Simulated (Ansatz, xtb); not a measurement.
## BFH3Si: where a starting geometry ends

The starting geometry of this gas-phase doublet has its atoms placed at random.

```yaml
atoms:
  - { symbol: B, position_ang: [-0.1174, -0.6632, -0.4330] }
  - { symbol: F, position_ang: [1.7825, 0.1708, 0.1010] }
  - { symbol: Si, position_ang: [1.5232, -0.6431, -1.3551] }
  - { symbol: H, position_ang: [0.4675, -0.1133, 0.6561] }
  - { symbol: H, position_ang: [0.3563, 0.1606, -1.3953] }
  - { symbol: H, position_ang: [1.3562, -0.5756, -0.0511] }
```

Task: One run relaxed it with r2SCAN-D4/def2-SVP. What is a likely outcome?

Result: It ends as a structure given below by its coordinates. Distances that change by over a tenth: B1–H4 (1.35 → 1.20 Å), Si3–H5 (1.42 → 1.86 Å). Contacts that open: F2–H6 (0.87 → 3.06 Å), Si3–H6 (1.32 → 2.62 Å). Contacts that close: B1–H6 (1.52 → 1.21 Å).

The energy falls by 9.76 eV over 19 steps:

```tsv
step	E − E(last) (eV)
1	9.759
3	3.924
5	2.737
7	1.533
9	0.700
11	0.329
13	0.043
15	0.005
17	0.000
19	0.000
```

Final geometry (Å):

```xyz
6

B     0.2770   -0.3412    0.0124
F     3.0037   -0.0631   -1.1643
Si    1.6151   -0.9033   -1.3131
H    -0.7896   -0.8939   -0.0463
H     0.4189    0.4845   -0.9705
H     0.8432    0.0533    1.0044
```

From the same start GFN2-xTB reaches the same bonding as this run.

From so rough a start the end depends on the optimiser's path, so another program may land elsewhere. No frequencies were run, so the end isn't proven a minimum. Open shells are spin-unrestricted. Run with Ansatz 0.2.0, 2.7 min on 1 thread of Intel(R) Xeon(R) Processor @ 2.50GHz (Skylake/Cascade Lake), with other jobs on the host.
